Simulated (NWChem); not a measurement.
# NH, triplet; SMILES [NH]

```xyz
2

N      0.0000     0.0000    -0.1395
H      0.0000     0.0000     0.9072
```
Atoms are numbered in this order, from 1.

Level: PBE0/def2-SVP, spin-unrestricted (NWChem), optimised geometry, unscaled harmonic frequencies. 

```json
[
 {"frequency (cm⁻¹)": "3298", "IR intensity (km/mol)": "23.7"}
]
```

The zero-point energy is 4.7 kcal/mol and the thermal correction to the enthalpy at 298.15 K (with zero-point energy) is 6.8 kcal/mol. The heat capacity Cv is 5.0 cal/(mol K) and the dipole moment is 1.60 D.

Rigid rotor and harmonic oscillator.
